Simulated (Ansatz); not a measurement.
# Worked example: basis-set limit for LiCl (SMILES [Li][Cl])

LiCl has 2 atoms, charge 0, and is taken as a singlet. SMILES: `[Li][Cl]`. Geometry: relaxed at PBE0-D4/def2-TZVP.

```xyz
2

Li    0.8571   -0.3061    0.4308
Cl   -0.8571    0.3061   -0.4308
```

MP2 energies, 5 core orbitals frozen (Ansatz 0.2.0):

```
   basis  X  functions  Hartree–Fock (Eh)  correlation (Eh)
cc-pCVDZ  2         45        -467.033151         -0.175367
cc-pCVTZ  3        102        -467.051532         -0.242209
cc-pCVQZ  4        193        -467.055315         -0.265705
```

The correlation energy converges as X⁻³, the Hartree–Fock energy about exponentially.

Task: Estimate the basis-set limit from the two largest sets.

Result: 
1. Correlation: E(∞) = (4³ E(4) − 3³ E(3))/(4³ − 3³) = (64 × (-0.265705) − 27 × (-0.242209))/37 = -0.282851 Eh.
2. Hartree–Fock: successive steps shrink by 0.206; summing the geometric tail gives -467.055315 + (-0.003783) × 0.206/(1 − 0.206) = -467.056295 Eh.
3. Total: -467.056295 + (-0.282851) = -467.339146 Eh.
4. cc-pCVQZ holds 93.9 % of the extrapolated correlation energy, cc-pCVTZ 85.6 %.

This is an estimate of the method's limit, not an exact energy.
